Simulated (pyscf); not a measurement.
`[NH2][BH][OH]` → `[BH]=[O]` + `[NH3]` (elimination; singlet surface; B–N, H–O broken, H–N formed). Optimised with ωB97X-D3(BJ)/def2-SVP in PySCF. MP2 and CC: frozen core, UHF for open shells. ΔMP2 is the change of the MP2 total energy from the triple- to the quadruple-zeta basis. Energies in kcal/mol from the reactant's lowest minimum found.

```json
[
 {"level": "ωB97X-D3(BJ)/def2-TZVP", "barrier": "50.2", "reaction energy": "+40.6"},
 {"level": "PBE/def2-TZVP", "barrier": "43.6", "reaction energy": "+38.7"},
 {"level": "M06-2X/def2-TZVP", "barrier": "50.3", "reaction energy": "+42.7"},
 {"level": "ωB97M-D3(BJ)/def2-TZVP", "barrier": "49.5", "reaction energy": "+39.3"},
 {"level": "CCSD/def2-TZVPP", "barrier": "52.7", "reaction energy": "+38.8"},
 {"level": "CCSD(T)/def2-TZVPP", "barrier": "50.1", "reaction energy": "+37.9"},
 {"level": "CCSD(T)/def2-TZVPP + ΔMP2(QZVPP)", "barrier": "50.4", "reaction energy": "+37.9"}
]
```

On the reactant side the descent ends in a point that may be a rotor saddle (no frequency run), 1.8 kcal/mol over the lowest minimum found and 48.4 kcal/mol under the saddle at ωB97X-D3(BJ)/def2-TZVP. On the product side the descent ends in an adduct with a B–N contact, 8.2 kcal/mol under the separated species and 17.8 kcal/mol under the saddle at ωB97X-D3(BJ)/def2-TZVP. What is counted as broken (B–N) persists as a longer contact in the product adduct; parting that adduct is a step of its own. One saddle was located; it need not be the lowest between these sides. The CCSD(T) − MP2 part came from Ansatz, without density fitting, on the same reference.
